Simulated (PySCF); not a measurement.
**Excitation energies in several basis sets**

CHCl3.
SMILES: `ClC(Cl)Cl`

TDDFT with PBE0 (PySCF), vertical singlets, core orbitals frozen in the response, spherical d and f functions. Isolated species at its PBE0-D3(BJ)/def2-SVP geometry, gas phase.

```
      basis  functions  diffuse  S1 (eV)  S2 (eV)  S3 (eV)  S4 (eV)  S5 (eV)  LUMO (eV)  α (au)
     6-31G*         70       no     6.39     6.79     6.99     6.99     7.63      -0.89    38.9
   def2-SVP         73       no     6.89     7.22     7.46     7.47     7.98      -0.16    36.9
    6-31+G*         86      yes     6.30     6.69     6.89     6.89     7.51      -1.13    46.5
  def2-SVPD        109      yes     6.40     6.78     6.98     6.98     7.53      -1.04    55.9
aug-cc-pVDZ        113      yes     6.32     6.69     6.91     6.91     7.52      -1.05    55.1
  def2-TZVP        148       no     6.40     6.75     6.97     6.97     7.59      -0.85    47.8
 def2-TZVPD        184      yes     6.22     6.58     6.79     6.79     7.38      -1.12    57.0
aug-cc-pVTZ        219      yes     6.29     6.65     6.86     6.87     7.46      -1.06    56.7
```

Question: Compare the sets with the largest diffuse one.

Answer: States are compared by their number. Against the largest diffuse basis here (aug-cc-pVTZ, itself not a converged limit), sets without diffuse functions differ by up to 0.59 eV in S1 and 0.51 eV in S5; the smaller diffuse sets differ by up to 0.11 and 0.08 eV. State by state, the largest deviation of a set without diffuse functions is S1 0.59, S2 0.57, S3 0.60, S4 0.60, S5 0.51 eV. The same number needn't mean the same state in each row. Against aug-cc-pVTZ the polarisability deviates by -31% in 6-31G*, -35% in def2-SVP, -18% in 6-31+G*, -1% in def2-SVPD, -3% in aug-cc-pVDZ, -16% in def2-TZVP, +1% in def2-TZVPD. A single + in a Pople set puts diffuse functions on heavy atoms only.
